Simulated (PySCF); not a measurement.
Lewis adducts of In(F)3. Isolated molecules, 0 K electronic values unless said otherwise. One relaxed conformer stands for each flexible species; it need not be the lowest. Strings in code marks are SMILES.

These are PySCF with PBE-D3(BJ)/def2-TZVP // PBE0-D4/def2-SVP values and carry that method's errors. Excitations are Tamm–Dancoff values on a coarser integration grid. The basis has no diffuse functions, so Rydberg states are missing or too high.

| species | S1 excitation (TDA) (eV) | S1 oscillator strength | dipole moment (D) | HOMO (eV) |
|---|---|---|---|---|
| free Lewis acid (`[In]([F])([F])[F]`) | 4.94 | 0.000 | 0.00 | -9.19 |
| free base NH3 (`N`) | – | – | 1.75 | -6.07 |
| free base H2O (`O`) | – | – | 2.05 | -6.98 |
| free base CH3OH | 6.51 | 0.001 | 1.58 | -6.17 |
